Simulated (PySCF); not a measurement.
Which is lower?

The two ends of one reaction step of SiH$_{4}$O, closed shell (PBE0-D4/def2-TZVP).

A:

```json
{"atom": "Si1", "x (Å)": "-1.0389", "y (Å)": "0.5588", "z (Å)": "-0.3632"}
{"atom": "H2", "x (Å)": "1.4114", "y (Å)": "0.0876", "z (Å)": "-0.9073"}
{"atom": "O3", "x (Å)": "0.9648", "y (Å)": "0.1943", "z (Å)": "-0.0610"}
{"atom": "H4", "x (Å)": "-1.2765", "y (Å)": "-0.9514", "z (Å)": "-0.2649"}
{"atom": "H5", "x (Å)": "-1.1556", "y (Å)": "0.7437", "z (Å)": "1.1436"}
{"atom": "H6", "x (Å)": "1.0966", "y (Å)": "-0.6136", "z (Å)": "0.4472"}
```

B:

Si1  (-0.198, 0.257, -0.232)
H2  (0.706, 0.305, -1.414)
O3  (0.576, -0.324, 1.102)
H4  (-1.377, -0.578, -0.591)
H5  (-0.638, 1.626, 0.120)
H6  (0.932, -1.212, 1.061)
(Å)

Computed with PySCF 2.14 with density fitting (its default auxiliary sets; JK sets also for MP2 and CCSD(T)) (basis: def2-TZVPP); correlated methods freeze the cores. B3LYP uses VWN-RPA correlation.

Q: Which structure is lower at CCSD(T), and by how much? (Judge from chemistry; the value comes from the calculation.)

A: The calculation gives: B, by 2.535 eV (electronic energy, against the other). By their contacts, A is SiH₄O ([OH2][SiH2]) and B is SiH₄O ([OH][SiH3]).

All methods give the same order:

```csv
method,E(B) − E(A) (eV)
SPW92,-2.352
PBE-D4,-2.366
r2SCAN-D4,-2.621
PBE0-D4,-2.485
B3LYP-D4,-2.524
BHLYP-D4,-2.659
wB97M-V,-2.455
HF,-2.793
MP2,-2.681
CCSD,-2.560
CCSD(T),-2.535
```

The T1 diagnostic stays at or below 0.012.

Labels in which every atom is bracketed show which atoms are joined, not bond orders.

For scale, one of the runs: CCSD(T)/def2-TZVPP, 129 basis functions, launched by `OMP_NUM_THREADS=4 python run.py`. The run took about 31 s on 4 CPU threads of a Oxide Virtual Turin-like (shared host).
